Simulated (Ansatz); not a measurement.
doublet CHN(+): levels of theory in one basis

```
atom    x (Å)    y (Å)    z (Å)
   C  -0.0069   0.0011  -0.5046
   N  -0.0040  -0.0083   0.6605
   H  -0.0070  -0.0061  -1.5771
```

Basis set: cc-pVTZ (spherical functions). Frozen core: 2 orbitals. Correlation on ROHF uses semicanonical orbitals with singles. Charge 1, multiplicity 2.

Computed with Ansatz (development build ahead of 0.2.0); each method stands on the lowest determinant of its kind that the runs found.

```csv
method,E − E(ROHF) (eV),<S²> of the determinant
ROHF,0.00,0.75
UHF,-0.08,0.76
ROHF-MP2,-7.47,–
UHF-MP2,-7.45,0.76
ROHF-CCSD,-8.03,–
```

(1) What does ROHF-CCSD(T) give on the same scale?

## Answers

(1) -8.37 eV.

Caution for ROHF-MP2, UHF-MP2: MP2 on this radical cation hangs on the determinant chosen.
